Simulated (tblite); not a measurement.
C₄H₄F₂.
Atom-mapped SMILES: `[F:1][C:2]1([F:3])[CH:4]=[CH:5][CH2:6]1` (hydrogens: H7 on C4; H8 on C5; H9, H10 on C6)

The geometry is computed with GFN2-xTB (gas phase).

(1) List the bond lengths, angles and torsions at this level.

Answers

(1) 
```json
{"bond": "F1–C2, C2–F3", "length (Å)": "1.357"}
{"bond": "C2–C4", "length (Å)": "1.507"}
{"bond": "C4=C5", "length (Å)": "1.331"}
{"bond": "C5–C6", "length (Å)": "1.508"}
{"bond": "C2–C6", "length (Å)": "1.548"}
{"bond": "C4–H7", "length (Å)": "1.072"}
{"bond": "C5–H8", "length (Å)": "1.073"}
{"bond": "C6–H9, C6–H10", "length (Å)": "1.088"}
```

Bonds in one row agree within 0.01 Å and their mean is given. A selection of angles:
```json
{"angle": "F1–C2–F3", "degrees": "105.4"}
{"angle": "F1–C2–C4", "degrees": "116.6"}
{"angle": "F1–C2–C6", "degrees": "115.4"}
{"angle": "C4–C2–C6", "degrees": "87.1"}
{"angle": "C2–C4–C5", "degrees": "92.7"}
{"angle": "C2–C4–H7", "degrees": "131.3"}
{"angle": "C5–C4–H7", "degrees": "136.0"}
{"angle": "C4–C5–C6", "degrees": "95.6"}
{"angle": "C4–C5–H8", "degrees": "133.8"}
{"angle": "C6–C5–H8", "degrees": "130.6"}
{"angle": "C5–C6–H9", "degrees": "116.1"}
{"angle": "C2–C6–C5", "degrees": "84.6"}
{"angle": "C2–C6–H9", "degrees": "114.0"}
{"angle": "H9–C6–H10", "degrees": "110.1"}
```

Torsions: F1–C2–C4–C5 -117° (anticlinal); C2–C4–C5–C6 0° (synperiplanar); C4–C5–C6–C2 0° (synperiplanar); F1–C2–C6–C5 118° (anticlinal).

The C–C distances run from 1.331 Å (C4=C5, drawn double) to 1.548 Å (C2–C6, drawn single), a spread of 0.217 Å. The 4-membered ring C2–C4–C5–C6 has internal angles of 84.6° to 95.6° (sum 360°, against 360° for a flat polygon); it is planar, 0.00 Å rms from its mean plane, widest ring torsion 0°.

Point group: Cs (every atom within 0.08 Å of its image). Its GFN2-xTB frequencies are all real (lowest 172 cm⁻¹).

On one thread of an Intel Xeon at 2.50 GHz, shared host with 64 logical CPUs at a one-minute load of 44, this took 0.14 s wall. These figures are those of the optimisation.
